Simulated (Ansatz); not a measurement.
## GeAsH$_{3}$ (H-bridged), triplet: reading a ladder of total energies

Geometry: that of the GeAsH3 (H-bridged), singlet, kept fixed. The singlet lies 1.1 eV lower here.

```yaml
atoms:
  - { symbol: Ge, position_ang: [-0.0184, 0.0000, 1.1160] }
  - { symbol: As, position_ang: [-0.0047, 0.0000, -1.1350] }
  - { symbol: H, position_ang: [1.3379, 0.0000, -0.1370] }
  - { symbol: H, position_ang: [0.1701, 1.2375, 2.0381] }
  - { symbol: H, position_ang: [0.1701, -1.2375, 2.0381] }
```

Basis cc-pVTZ; Ansatz 0.2.0. Only valence electrons are correlated (noble-gas cores and the filled d shells of p-block atoms frozen), which leaves 12 electrons in 100 orbitals. Prefix R: restricted or restricted open-shell reference; prefix U: unrestricted. No spin–orbit coupling is included, and no scalar relativity.

Full CI isn't at hand for all of this; UCCSDT(Q) serves as the reference, and is uncertain by about the last step of the cluster series.

Runs differ by some tens of microhartree through their thresholds and, for an open shell, their frozen cores, so steps under 0.03 kcal/mol mean nothing.

```
    level  total energy (hartree)
      UHF            -4311.300123
     UMP2            -4311.529346
    UCCSD            -4311.567550
 UCCSD(T)            -4311.579335
   UCCSDT            -4311.580915
UCCSDT(Q)            -4311.581566
```

Problem. What is the correlation energy at UCCSDT(Q), and what share of it do UMP2 and UCCSDT recover?

Solution. E(corr) = -4311.581566 − (-4311.300123) = -0.281443 hartree = -7.658 eV. UMP2: -0.229223 / -0.281443 = 81.45 %. UCCSDT: -0.280792 / -0.281443 = 99.77 %.

Problem. By how many kcal/mol does UCCSD(T) miss UCCSDT(Q) (1 hartree = 627.509 kcal/mol), and which steps make up the rest?

Solution. -4311.579335 − (-4311.581566) = 0.002231 hartree = 1.40 kcal/mol. Steps: UCCSDT − UCCSD(T) = -0.99, UCCSDT(Q) − UCCSDT = -0.41 kcal/mol. Differences between like states or geometries often cancel part of this.
